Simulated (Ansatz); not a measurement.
A nudged elastic band was laid between two geometries of C₂H₂FNO (7 atoms, charge 0, multiplicity 1).

Method: RKS PBE0/def2-SVP (Ansatz).

```json
{
 "movable images": "5",
 "climbing image": "yes",
 "spring": "5.0 eV/Å²",
 "optimiser": "quadratic models (default)",
 "start path": "through a guess of the saddle point",
 "force threshold": "0.03 eV/Å",
 "iteration limit": "60",
 "end points": "relaxed"
}
```

Initial state:

```xyz
7
Properties=species:S:1:pos:R:3
N 0.685 -0.026 0.790
C -0.340 -0.191 -0.105
F -1.365 -1.049 0.141
C -0.344 0.497 -1.242
O -0.312 1.117 -2.227
H 0.440 0.412 1.675
H 1.297 -0.827 0.922
```

Final state:

```xyz
7
Properties=species:S:1:pos:R:3
N 0.685 -0.026 0.791
C -0.340 -0.191 -0.105
F -1.366 -1.049 0.140
C -0.344 0.496 -1.241
O -0.312 1.117 -2.227
H 1.297 -0.827 0.922
H 0.441 0.412 1.674
```

Q: Which bonds break or form, and what moves?

A: No bond is made or broken. The height of N1 over the plane of its neighbours goes from 0.26 to -0.26 Å. The two ends are copies of one structure, up to a mirror image or an exchange of like atoms.

Q: What energy profile does the band end with?

A: The forces met the threshold. The highest image is number 3 of 0 to 6, 0.50 eV above the ends, which have the same energy within 2 meV. A vibrational analysis at the climbing image gives one clearly imaginary mode, 404i cm⁻¹: a first-order saddle point.

```json
{"image": "0", "path coordinate (Å)": "0.00", "energy (eV)": "0.00", "height of N1 over the plane of its neighbours (Å)": "0.26"}
{"image": "1", "path coordinate (Å)": "0.53", "energy (eV)": "0.11", "height of N1 over the plane of its neighbours (Å)": "0.29"}
{"image": "2", "path coordinate (Å)": "1.06", "energy (eV)": "0.37", "height of N1 over the plane of its neighbours (Å)": "0.34"}
{"image": "3", "path coordinate (Å)": "1.60", "energy (eV)": "0.50", "height of N1 over the plane of its neighbours (Å)": "0.38"}
{"image": "4", "path coordinate (Å)": "2.26", "energy (eV)": "0.36", "height of N1 over the plane of its neighbours (Å)": "0.32"}
{"image": "5", "path coordinate (Å)": "2.92", "energy (eV)": "0.15", "height of N1 over the plane of its neighbours (Å)": "0.16"}
{"image": "6", "path coordinate (Å)": "3.59", "energy (eV)": "0.00", "height of N1 over the plane of its neighbours (Å)": "-0.26"}
```

Q: What is the geometry of the highest image?

A: 
```xyz
7
Properties=species:S:1:pos:R:3
N 0.549 0.098 0.995
C -0.372 -0.076 -0.054
F -1.518 -0.673 0.314
C -0.296 0.424 -1.280
O -0.186 0.797 -2.388
H 0.373 -0.628 1.687
H 1.511 -0.010 0.680
```

Q: What are the harmonic wavenumbers there?

A: 404i, 201, 278, 359, 430, 696, 801, 829, 1112, 1349, 1507, 1606, 2286, 3546, 3640 cm⁻¹.

Run time: 6.6 min on 1 thread of Intel(R) Xeon(R) Processor @ 2.70GHz, on a shared host, peak memory 0.16 GiB.
